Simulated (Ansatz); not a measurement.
# BH2Cl (SMILES BCl): FCI/STO-3G (density fitting with def2-universal-jkfit, def2-TZVP-rifit for correlation)

Aim: the adiabatic electron affinity of BH2Cl at FCI/STO-3G (density fitting with def2-universal-jkfit, def2-TZVP-rifit for correlation), from 2 runs. 

The calculation is run with Ansatz 0.2.0.

10 further runs of the same task are left out: 3 that didn't finish, 7 set aside as unsound or not needed.

## 1. The molecule

BH2Cl has 4 atoms, charge 0, and is taken as a singlet. SMILES: `BCl`. The coordinates come from a PBE0-D4/def2-TZVP relaxation. The run starts from this shape.

Bond lengths: B1–Cl2 1.733 Å, B1–H3 1.190 Å, B1–H4 1.190 Å. Angles: Cl2–B1–H3 118.1°, Cl2–B1–H4 118.1°, H3–B1–H4 123.7°.

## 2. A structure relaxation at FCI/STO-3G (density fitting with def2-universal-jkfit, def2-TZVP-rifit for correlation)

File in.yaml:

```yaml
crystal:
  periodic: [false, false, false]
  atoms:
    - {symbol: B, position_ang: [-0.116700, 0.021700, -0.075300]}
    - {symbol: Cl, position_ang: [1.365000, -0.395300, 0.721200]}
    - {symbol: H, position_ang: [-1.106200, -0.559500, 0.240400]}
    - {symbol: H, position_ang: [-0.086600, 0.872800, -0.906600]}
basis:
  gaussian:
    orbitals: STO-3G
    fitting:
      mean_field: def2-universal-jkfit
      correlation: def2-TZVP-rifit.json
hamiltonian:
  pseudopotentials:
    relativity: none
correlation:
  method: fci
accuracy: high
scf:
  omitted_lower_state_checks: [orbital_swaps]
relax:
  max_steps: 60
output:
  orbitals: {seedname: orbitals}
```

Command:

```console
$ ansatz run in.yaml --threads 1 --pin off --max-ram 2610MiB --events-out events.jsonl --progress --plain --runs-dir runs
```

Output, cut to the lines that bear on the results:

```text
Warning: RAYON_NUM_THREADS=1 ignored (pool sized by the plan → 1); use --threads N
[...]
Functional definition: HF
  name "HF"
[...]
239 factors; integrals over basis functions are off by at most 9.1e-3 eV
219 factors; integrals over basis functions are off by at most 3.8e-1 eV
[...]
mean field -13064.97589126 eV, -480.1290082451 hartree, gradient 2.3e-8 eV, S^2 0.000000; 0 other end points of the search recorded, 0 dependent functions left out
6 core orbitals not correlated: weight in the atoms' cores, before any rotation towards them, 1.000 or more for the frozen orbitals, at most 0.000 for the correlated occupied ones
reference -13064.97589126 eV, -480.1290082451 hartree; 6, 6 occupied and 4, 4 virtual orbitals, 219 factors
state -13066.63540911 eV, -480.1899944012 hartree
[...]
relax step   1: F+E_penalty+E_count = -13066.63540911 eV  Δ(F+E_penalty+E_count) = +0.000e0 eV  max|allowed force component| = 1.100e0 eV/Å  Δτ_max = 0.0000 Å  (32 SCF iters, accepted)
[...]
relax step   4: F+E_penalty+E_count = -13066.66156957 eV  Δ(F+E_penalty+E_count) = -7.548e-5 eV  max|allowed force component| = 1.695e-2 eV/Å  Δτ_max = 0.0025 Å  (26 SCF iters, accepted)
[...]
relax step   5: F+E_penalty+E_count = -13066.66159347 eV  Δ(F+E_penalty+E_count) = -2.390e-5 eV  max|allowed force component| = 2.930e-4 eV/Å  Δτ_max = 0.0015 Å  (27 SCF iters, accepted)
[...]
239 factors; integrals over basis functions are off by at most 9.1e-3 eV
219 factors; integrals over basis functions are off by at most 3.8e-1 eV
[...]
mean field -13065.00501274 eV, -480.1300784396 hartree, gradient 5.5e-9 eV, S^2 0.000000; 1 other end points of the search recorded, 0 dependent functions left out
6 core orbitals not correlated: weight in the atoms' cores, before any rotation towards them, 1.000 or more for the frozen orbitals, at most 0.000 for the correlated occupied ones
reference -13065.00501274 eV, -480.1300784396 hartree; 6, 6 occupied and 4, 4 virtual orbitals, 219 factors
state -13066.66159347 eV, -480.1909566586 hartree
[...]
Total energy: -13066.66159347 eV, -480.1909566586 hartree
Atom 0 at    -0.122698     0.023363    -0.078481 Å, force    -0.000285    -0.000032    -0.000293 eV/Å
Atom 1 at     1.392415    -0.402978     0.735964 Å, force    -0.000015     0.000031     0.000026 eV/Å
Atom 2 at    -1.112755    -0.550658     0.229936 Å, force     0.000235     0.000119     0.000038 eV/Å
Atom 3 at    -0.101462     0.869973    -0.907719 Å, force     0.000065    -0.000119     0.000229 eV/Å
Dipole moment:    -0.194446     0.054720    -0.104518 e Å
Checks for a lower state left out: cluster_reference, orbital_swaps
```

It took 4.5 s on 1 thread of AMD EPYC 7R43 (Zen 3), shared host.

Step by step:

```tsv
step	energy from the first frame kept (eV)	largest force (eV/Å)
1	0.0000	1.2864
2	-0.0224	0.5130
3	-0.0261	0.0714
4	-0.0262	0.0224
5	-0.0262	0.0004
```

After the run. Bond lengths: B1–Cl2 1.772 Å, B1–H3 1.185 Å, B1–H4 1.185 Å. Angles: Cl2–B1–H3 118.6°, Cl2–B1–H4 118.6°, H3–B1–H4 122.9°.

## 3. The doublet anion, same level

Edit in.yaml of step 2 so:

```diff
@@ -13,2 +13,6 @@
       correlation: def2-TZVP-rifit.json
+total_charge: -1
+magnetization:
+  spin_polarized: true
+  initial_magnetization: 1
 hamiltonian:
```

Command:

```console
$ ansatz run in.yaml --threads 1 --pin off --max-ram 2610MiB --events-out events.jsonl --progress --plain --runs-dir runs
```

Output, cut to the lines that bear on the results:

```text
Warning: RAYON_NUM_THREADS=1 ignored (pool sized by the plan → 1); use --threads N
[...]
[... 2 set-up lines as earlier in the session ...]
[...]
239 factors; integrals over basis functions are off by at most 9.1e-3 eV
219 factors; integrals over basis functions are off by at most 3.8e-1 eV
[...]
mean field -13060.49039042 eV, -479.9641691296 hartree, gradient 9.1e-9 eV, S^2 0.763516; 0 other end points of the search recorded, 0 dependent functions left out
[...]
6 core orbitals not correlated: weight in the atoms' cores, before any rotation towards them, 1.000 or more for the frozen orbitals, at most 0.000 for the correlated occupied ones
reference -13060.38669304 eV, -479.9603583213 hartree; 7, 6 occupied and 3, 4 virtual orbitals, 219 factors
state -13061.76379134 eV, -480.0109657503 hartree
[...]
mean field -13061.21405028 eV, -479.9907631388 hartree, gradient 1.5e-8 eV, S^2 0.755266; 1 other end points of the search recorded, 0 dependent functions left out
6 core orbitals not correlated: weight in the atoms' cores, before any rotation towards them, 1.000 or more for the frozen orbitals, at most 0.000 for the correlated occupied ones
reference -13061.18115000 eV, -479.9895540761 hartree; 7, 6 occupied and 3, 4 virtual orbitals, 219 factors
state -13062.44314147 eV, -480.0359314072 hartree
[...]
Total energy: -13062.44314147 eV, -480.0359314072 hartree
Atom 0 at    -0.136109    -0.164107    -0.324503 Å, force    -0.001185     0.000667    -0.000220 eV/Å
Atom 1 at     1.435828    -0.375902     0.808364 Å, force     0.000390    -0.000042     0.000295 eV/Å
Atom 2 at    -1.111322    -0.447375     0.298260 Å, force     0.000237    -0.000538     0.000143 eV/Å
Atom 3 at    -0.132898     0.927085    -0.802420 Å, force     0.000558    -0.000087    -0.000218 eV/Å
Dipole moment:     0.432105    -0.096219     0.263958 e Å
Checks for a lower state left out: cluster_reference, orbital_swaps
```

Wall time 9.3 s (1 thread of AMD EPYC 7R43 (Zen 3), shared host).

Steps, from the record of the run:

```tsv
step	energy from the first frame kept (eV)	largest force (eV/Å)
1	0.0000	5.0028
2	-0.2941	2.3282
3	-0.3871	0.3781
4	-0.3903	0.0212
5	-0.3908	0.0903
6	-0.4621	0.9246
7	-0.6666	0.5130
8	-0.6763	0.2318
9	-0.6791	0.0634
10	-0.6793	0.0420
11	-0.6794	0.0014
```

After the run. Bond lengths: B1–Cl2 1.949 Å, B1–H3 1.191 Å, B1–H4 1.191 Å. Angles: Cl2–B1–H3 109.3°, Cl2–B1–H4 109.3°, H3–B1–H4 115.5°.

## 4. What came out

At FCI/STO-3G (density fitting with def2-universal-jkfit, def2-TZVP-rifit for correlation), 6 core orbitals frozen:

```
                                                              quantity          value
                                singlet BH2Cl: total energy at the end  -480.19096 Eh
                     singlet BH2Cl: dipole moment (correlated density)         1.09 D
            singlet BH2Cl: correlation energy (6 core orbitals frozen)      -60.9 mEh
                                doublet anion: total energy at the end  -480.03593 Eh
            doublet anion: correlation energy (6 core orbitals frozen)      -46.4 mEh
adiabatic electron affinity (to the doublet anion, no zero-point term)      -4.218 eV
```

What this shows: The adiabatic electron affinity (to the doublet anion, no zero-point term) is −4.22 eV (−97 kcal/mol). A negative value puts this state of the anion above the relaxed parent: the electron is not bound at this level, and such a value depends on the basis. In a minimal basis such a difference can be off by several eV, whatever the method. The optimisation (singlet BH2Cl) took 4 steps and changed the energy by -0.026 eV. The optimisation (doublet anion) took 10 steps and changed the energy by -0.679 eV.
